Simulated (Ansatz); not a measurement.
I need a composite energy at a relaxed geometry of BH3S, SMILES BS. Use the Ansatz DFT code, driven from Python. Level of theory (for the species named): r2SCAN, def2-SVP basis, multiplicity 1.

```xyz
5

B    -0.3326   -0.5167   -0.0146
S     0.3250    1.1182   -0.7334
H    -1.3393   -0.4304    0.6924
H     0.1757   -1.5003   -0.3161
H     1.2211    1.2555    0.3304
```

`composite_bh3s.py`:
```python
# -*- coding: utf-8 -*-
"""Relax BH3S cheaply, then refine its energy."""

import itertools
import logging
import sys

import ansatz as az
from ase.data import atomic_numbers, covalent_radii
import numpy as np

logging.basicConfig(stream=sys.stdout, format="%(levelname)s %(message)s")
log = logging.getLogger("bh3s")
log.setLevel(logging.INFO)

config = {
    "basis": "def2-SVP",
    "functional": "r2SCAN",
}


def main():
    geometry_ang = [
        ("B", (-0.3326, -0.5167, -0.0146)),
        ("S", (0.325, 1.1182, -0.7334)),
        ("H", (-1.3393, -0.4304, 0.6924)),
        ("H", (0.1757, -1.5003, -0.3161)),
        ("H", (1.2211, 1.2555, 0.3304)),
    ]
    bh3s = az.Crystal.molecule()
    for symbol, xyz in geometry_ang:
        bh3s = bh3s.atom(symbol, xyz)

    calc = bh3s.calculation()
    calc = calc.basis(gaussian=config["basis"])
    calc = calc.functional(config["functional"])
    calc = calc.accuracy("medium")
    calc = calc.scf(lower_state_search="standard")
    symbols = [site.symbol for site in bh3s.cartesian_sites]
    start = np.array([site.position_ang for site in bh3s.cartesian_sites], dtype=float)
    report = calc.relax(force_tolerance=0.01).run(threads=1, backend="cpu").report
    end = np.array(report["positions_ang"])
    # pairs closer than 1.2 times the sum of covalent radii, before or after
    radius = [covalent_radii[atomic_numbers[s]] for s in symbols]
    span = lambda where, i, j: np.linalg.norm(where[i] - where[j])
    bonded = [(i, j) for i, j in itertools.combinations(range(len(symbols)), 2) if min(span(start, i, j), span(end, i, j)) < 1.2 * (radius[i] + radius[j])]
    log.info("pair        before    after (A)")
    for i, j in bonded:
        print(f"{symbols[i]}{i}-{symbols[j]}{j}".ljust(10), f"{span(start, i, j):8.4f} {span(end, i, j):8.4f}")

    minimum = az.Crystal.molecule()
    for symbol, place in zip(symbols, end):
        minimum = minimum.atom(symbol, place.tolist())
    at_minimum = minimum.calculation()
    # MP2 extrapolated to the basis limit, plus the small-basis difference CCSD(T) - MP2
    level = lambda method, basis: at_minimum.basis(gaussian=basis).correlation(method).run(threads=1, backend="cpu").report
    small, large, cluster = level("mp2", "cc-pVDZ"), level("mp2", "cc-pVTZ"), level("ccsd_t", "cc-pVDZ")
    corr = lambda each: (each["free_energy_ev"] - each["reference_energy_ev"]) / 27.211386246
    mp2_limit = (27 * corr(large) - 8 * corr(small)) / 19
    pieces = {"HF / cc-pVTZ": large["reference_energy_ev"] / 27.211386246, "MP2 correlation, DZ-TZ limit": mp2_limit, "CCSD(T) - MP2 / cc-pVDZ": corr(cluster) - corr(small)}
    for name, value in pieces.items():
        log.info(f"{name:32s} {value:14.6f} Ha")
    log.info(f"{'sum':32s} {sum(pieces.values()):14.6f} Ha")
    print("T1 diagnostic", round(cluster["correlation"]["coupled_cluster"]["t1_diagnostic"], 4))


if __name__ == "__main__":
    main()
```

```console
$ python composite_bh3s.py
INFO pair        before    after (A)
B0-S1        1.9032   1.7730
B0-H2        1.2332   1.2034
B0-H3        1.1475   1.2026
S1-H4        1.3977   1.3536
INFO HF / cc-pVTZ                        -424.000405 Ha
INFO MP2 correlation, DZ-TZ limit          -0.312004 Ha
INFO CCSD(T) - MP2 / cc-pVDZ               -0.041216 Ha
INFO sum                                 -424.353624 Ha
T1 diagnostic 0.016
```

What to keep in mind:
- The settings weren't tested for convergence.
- The sum leaves out core correlation, relativity, the Hartree-Fock basis error and zero-point energy; a DZ-TZ extrapolation is rough.
- Inner cores stay frozen, so this is valence correlation.
- For Al to Cl the sets with a tight d function, cc-pV(X+d)Z, are usual.
- An extrapolation from small basis sets is rough.
- The whole script took 20 s on 1 thread of Arm Neoverse V1, on a shared host, peak memory 0.2 GiB.

(A comment or docstring line of the script was reworded after the run, the code is as it ran; lines on the test bed's own set-up are left out of the output.)
